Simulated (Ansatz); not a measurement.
# BH₂− (triplet): from Hartree-Fock to the top rungs at scale of all distances = 0.873, 6-31++G**

Aim: climb from Hartree-Fock through coupled cluster and multireference methods for BH₂− (triplet) at one geometry and basis, and see what each rung misses.

Program: Ansatz 0.2.0, Gaussian basis. Level of theory: 6-31++G**, core rule «outside noble gas», up to 1 orbitals frozen. These are calculated values, not measurements.

The runs, in order: UHF; CCSD(T) on ROHF; CCSD(T) on UHF; BCCD(T) on ROHF; CISD; CCSDT(Q) on ROHF; CCSDT(Q) on UHF; CASSCF and MRCISD+Q, 4 electrons in 4 orbitals; CASSCF and NEVPT2, 4 electrons in 4 orbitals; CASSCF and MRCISD+Q, 6 electrons in 6 orbitals; CASSCF and NEVPT2, 6 electrons in 6 orbitals; Full CI.

17 further runs of the same task are left out: 12 that didn't finish, 5 set aside as unsound or not needed.

### 1 What is computed

The geometry derives from a PBE0/def2-TZVPD stationary point (not a proven minimum). All distances are scaled together.

3 atoms, charge -1, spin multiplicity 3.

Atoms are counted from 1 here; the program's logs count them from 0.

Bond lengths: B1–H2 1.056 Å, B1–H3 1.056 Å. Angles: H2–B1–H3 128.9°.

### 2 UHF

File in.yaml:

```yaml
crystal:
  periodic: [false, false, false]
  atoms:
    - {symbol: B, position_ang: [0.000000, -0.071493, 0.000000]}
    - {symbol: H, position_ang: [0.000000, 0.383413, -0.952507]}
    - {symbol: H, position_ang: [0.000000, 0.383413, 0.952507]}
basis:
  gaussian: {orbitals: "6-31++G**"}
total_charge: -1
magnetization: {spin_polarized: true, initial_magnetization: 2}
hamiltonian: {xc: hf}
output: {orbitals: {seedname: orbitals}}
```

Started as:

```
> ansatz run in.yaml --threads 1 --pin off --events-out ev --progress --plain --max-ram 2393MiB
```

After this run come: CCSD(T) on ROHF; CCSD(T) on UHF; BCCD(T) on ROHF; CISD; CCSDT(Q) on ROHF; CCSDT(Q) on UHF; CASSCF and MRCISD+Q, 4 electrons in 4 orbitals; CASSCF and NEVPT2, 4 electrons in 4 orbitals; CASSCF and MRCISD+Q, 6 electrons in 6 orbitals; CASSCF and NEVPT2, 6 electrons in 6 orbitals; Full CI.

Before running them: what should the planned runs give, taken together? Wanted: FCI below the RHF energy; RMP2 from FCI; UMP2 from FCI; RCCSD from FCI; RCCSD(T) from FCI; UCCSD(T) from FCI; RCCSDT(Q) from FCI; UCCSDT(Q) from FCI; NEVPT2 pair from FCI.

**Answer**, as computed:

```
                         quantity                                                                                               value
         FCI below the RHF energy                                                                                          -2.8254 eV
                    RMP2 from FCI                                                                                     +12.91 kcal/mol
                    UMP2 from FCI                                                                                     +12.66 kcal/mol
                   RCCSD from FCI                                                                                      +1.60 kcal/mol
                RCCSD(T) from FCI                                                                                      +0.34 kcal/mol
                UCCSD(T) from FCI                                                                                      +0.33 kcal/mol
               RCCSDT(Q) from FCI                                                                                       0.00 kcal/mol
               UCCSDT(Q) from FCI                                                                                      -0.01 kcal/mol
             NEVPT2 pair from FCI                                                                                     +14.77 kcal/mol
           MRCISD+Q pair from FCI                                                                                      +0.16 kcal/mol
          NEVPT2 valence from FCI                                                                                     +14.65 kcal/mol
levels within 1 kcal/mol (43 meV)  RCCSD(T), UCCSD(T), BCCD(T), RCCSDT, UCCSDT, RCCSDT(Q), UCCSDT(Q), MRCISD+Q pair, MRCISD+Q valence
                    T1 diagnostic                                                                                               0.024
   effectively unpaired electrons                                                                                                2.02
```

RCCSD(T) misses by +0.34 kcal/mol, 0.5 % of the correlation energy. One determinant dominates. Of the multireference levels listed MRCISD+Q pair comes nearest in total energy (+0.16 kcal/mol), which doesn't show that its space is the better one. These misses are within one basis, not against nature; the frozen cores of restricted and unrestricted runs differ, which can shift their rows.
